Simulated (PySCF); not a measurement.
# One elementary step

Start structure (BH2SF, closed shell), relaxed at PBE0-D4/def2-TZVP:

```tsv
atom	x (Å)	y (Å)	z (Å)
B1	-0.3555	0.4163	-0.0729
H2	-0.1997	0.9342	0.9913
S3	0.5504	-1.0492	-0.5748
H4	1.2471	-1.1493	0.5674
F5	-1.2255	0.9292	-0.9259
```

The step: BH₂SF ([F][BH][SH]) → BSF + H₂; bonds formed: H2–H4; bonds broken: B1–H2, S3–H4. Program: PySCF 2.14 with density fitting (its default auxiliary sets; JK sets also for MP2 and CCSD(T)). Basis: def2-TZVPP and def2-QZVPP. Cores are frozen in the correlated methods. Extrapolation: Hartree–Fock as exp(−7.88 √X), correlation as X^−2.97. Energies below are by CCSD(T) at an estimated basis limit (MP2 extrapolated from triple and quadruple zeta, plus CCSD(T) − MP2 in triple zeta).

(1) What are the electronic barrier and the energy of the step, from the start structure to the end structure? (To be estimated.)

No T1 diagnostic of these runs exceeds 0.018.

Answers

(1) The calculation gives: Barrier 228.3 kJ/mol; step energy 90.9 kJ/mol (uphill); reverse barrier, their difference, 137.3 kJ/mol. Barrier and step energy count from the start structure, the reverse barrier from the end structure.

The saddle point: One imaginary mode of 1193i cm⁻¹.
| pair | start (Å) | saddle (Å) | end (Å) |
| --- | --- | --- | --- |
| H2–H4 | 2.57 | 0.98 | 0.75 |
| B1–H2 | 1.19 | 1.40 | 3.26 |
| S3–H4 | 1.34 | 1.79 | 3.54 |

Zero-point energy (harmonic, PBE0-D4): ZPE is 66.0 kJ/mol at the start and 54.2 kJ/mol at the saddle, so the barrier goes from 228.3 to 216.5 kJ/mol.

First-order rate constant out of the start structure at 698 K by transition-state theory, with harmonic vibrational free energies alone and no tunnelling: ΔA‡ = 217.6 kJ/mol, so k = (kB T/h) exp(−ΔA‡/kB T) ≈ 10^-3 s⁻¹ (an order of magnitude at best: rotation, the number of equivalent paths and anharmonicity are left out).

Labels in which every atom is bracketed show which atoms are joined, not bond orders.

For scale, one of the runs: CCSD(T)/def2-TZVPP, 132 basis functions, launched by `OMP_NUM_THREADS=4 python run.py`. Time: 76 s of wall clock on 4 CPU threads of an Arm Neoverse N1; the host was shared. Peak host memory: 0.72 GiB.
